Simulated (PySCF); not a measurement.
Molecule: `FCC1=NC1`, C3H4FN.

Bonds (- single, = double, # triple, : aromatic): F1-C2, C2-C3, C3=N4, N4-C5, C5-C3. C2 carries H6, H7; C5 carries H8, H9.

Frames of a GFN2-xTB Langevin trajectory at 300 K; GIAO PBE0/pcSseg-1 shieldings in PySCF 2.14, gas phase, non-relativistic; equivalent atoms averaged within each frame.

δ = σ(ref) − σ, references computed at the same level: $^{19}$F (σ = 170.95 ppm) against CFCl3; $^{13}$C (σ = 186.93 ppm), $^{1}$H (σ = 31.72 ppm) vs TMS; $^{15}$N (σ = 267.73 ppm) vs NH3. The references are static minima.

How do the shifts (ppm) fluctuate along the trajectory?

Answers


```tsv
time (fs)	F1	C3	C2	C5	N4	H6/H7	H8/H9
optimised geometry	-263.4	180.3	81.9	21.0	317.4	6.17	1.45
250	-249.1	173.4	81.9	18.4	317.1	6.35	1.06
425	-267.9	178.4	80.8	20.1	322.4	5.99	1.65
625	-269.0	182.3	75.1	28.4	327.2	6.43	2.40
800	-244.6	181.8	77.7	19.2	327.9	5.92	0.83
1000	-235.1	184.7	86.4	22.4	342.0	7.45	1.55
mean of frames	-253.1	180.1	80.4	21.7	327.3	6.43	1.50
standard deviation	14.9	4.4	4.3	4.0	9.3	0.61	0.61
```

5 frames give an uncertainty of the mean of about the standard deviation over 2.2 at best, since frames this close in time may not be independent; classical motion lacks zero-point vibration, and the reference would need the same averaging.
